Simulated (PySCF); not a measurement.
Gas-phase reaction: 3 Cl2 + C4H10 (n-butane) → 2 CH2Cl2 + 2 CH3Cl

Method: PySCF energies (xtb for GFN2) plus ideal-gas RRHO corrections (1 bar). Table values come from the NASA 1993 polynomials. † marks an energy on the PBE0/def2-TZVP geometry and frequencies; other levels use their own. MP2 freezes the core. 6-31G* has spherical d functions here. All species are closed-shell singlets. MP2 isn't extrapolated to the basis-set limit.

Levels: a) ωB97X-V/def2-TZVP†; b) MP2/def2-SVP†; c) HF/6-31G*; d) GFN2-xTB.

### Question
Order the levels by the distance of their ΔH°(298 K) from the table for this reaction, closest first.

### Answer
a (-11 kJ), b (-32 kJ), c (-88 kJ), d (+187 kJ)

The table gives -229 kJ. The order holds for this reaction alone, and for the 1993 entries, some of which have been revised since.
